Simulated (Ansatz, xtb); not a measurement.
Parents of the type SiH3-X, H atom removed and the species left after one step. Isolated molecules, 0 K electronic values unless said otherwise. One relaxed conformer stands for each flexible species; it need not be the lowest. Strings in code marks are SMILES.

Quantity: bond dissociation enthalpy (X–H) at 298 K, in kJ/mol. HF references are unrestricted for open shells and restricted for singlets. Enthalpy corrections at 298 K come from GFN2-xTB frequencies (xtb).

Case: X = fluoro, H atom removed: `F[SiH2]`. The other species in the difference include `F[SiH3]` (neutral, multiplicity 1). Geometry of `F[SiH2]` (neutral, multiplicity 2, Å):

```xyz
4

F      1.4429    -0.3379    -0.1195
Si    -0.0407     0.0090     0.3861
H     -0.9612    -1.0357    -0.1406
H     -0.4004     1.3557    -0.1365
```

Question: Give the bond dissociation enthalpy (X–H) at 298 K at the level frozen-core MP2/def2-TZVPP // r2SCAN-D4/def2-TZVP (Ansatz, a first-principles code).

Answer: 382.7 kJ/mol.
